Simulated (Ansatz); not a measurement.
Frontier orbitals of AlH6P, SMILES `[AlH3-][PH3+]`.

```xyz
8

Al   -0.301   -1.410    0.012
P     0.223    1.049   -0.008
H    -1.832   -1.275    0.447
H     0.037   -1.688   -1.525
H     0.776   -1.823    1.118
H     1.527    1.464   -0.343
H     0.065    1.791    1.179
H    -0.495    1.892   -0.879
```

Total charge 0; spin multiplicity 1. All single points use the PBE0-D4/def2-TZVP geometry. Basis def2-TZVPP, the Gaussian-basis code of Ansatz.

```
functional  HOMO (eV)  LUMO (eV)  gap (eV)
       PBE      -6.60      -1.18      5.42
    r2SCAN      -6.89      -0.91      5.98
      PBE0      -7.83      -0.27      7.56
   r2SCAN0      -8.02      -0.10      7.92
   ωB97M-V     -10.07       1.40     11.47
```

(1) What is the vertical ionisation energy at frozen-core CCSD(T)/CBS(def2)? (An estimate is asked.)

Answers

(1) Computed: 10.45 eV (T1 of the cation 0.040).

A quarter of exact exchange (PBE0) shifts PBE's HOMO by −1.23 eV and its LUMO by +0.91 eV; full exchange at long range (ωB97M-V) shifts them by −3.48 and +2.57 eV. The gap opens from 5.42 to 11.47 eV, since occupied levels lose self-interaction and empty ones feel all the electrons. A positive LUMO is unbound and depends on the basis. −ε(HOMO) differs from that ionisation energy by −3.85 eV with PBE and −0.37 eV with ωB97M-V.
